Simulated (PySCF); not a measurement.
**CO(OH)₂ → H₂CO + O₂**

Level: PBE0 in the def2-TZVP basis family, all electrons, no relativity, computed in PySCF with density fitting; open shells unrestricted.

| species | state and structure | E (Eh) | ZPE (kJ/mol) | H(298 K) − H(0) (kJ/mol) | S° (J/(mol K)) |
| --- | --- | --- | --- | --- | --- |
| CO(OH)₂ | singlet, C2v, C–O 1.200 Å, C–O 1.331 Å (×2), O–H 0.965 Å (×2); C–O–H 106.3° (×2), O–C–O 108.9°, O–C–O 125.6° (×2) | -264.84645 | 105.4 | 12.1 | 262.7 |
| H₂CO | singlet, C2v, C–H 1.109 Å (×2), C–O 1.195 Å; H–C–H 116.0°, H–C–O 122.0° (×2) | -114.41871 | 70.1 | 10.0 | 218.5 |
| O₂ | triplet, D∞h, O–O 1.193 Å | -150.23561 | 10.3 | 8.7 | 204.9 |

**Question.** What is the electronic reaction energy?

**Answer.** At PBE0/def2-TZVP, ΔE = 504.4 kJ/mol from the differences of the total energies times 2625.5, uphill. 

**Question.** Add zero-point, thermal and entropy terms for 298.15 K and 1 bar.

**Answer.** ΔZPE = -25.0 and Δ[H(298) − H(0)] = 6.6 kJ/mol give ΔH° = 486.0 kJ/mol. ΔS° = 160.7 J/(mol K), so ΔG° = 486.0 − 298.15 × (0.1607) = 438 kJ/mol.

Each species is the lowest minimum found with this bonding; other isomers or fragments can lie lower.
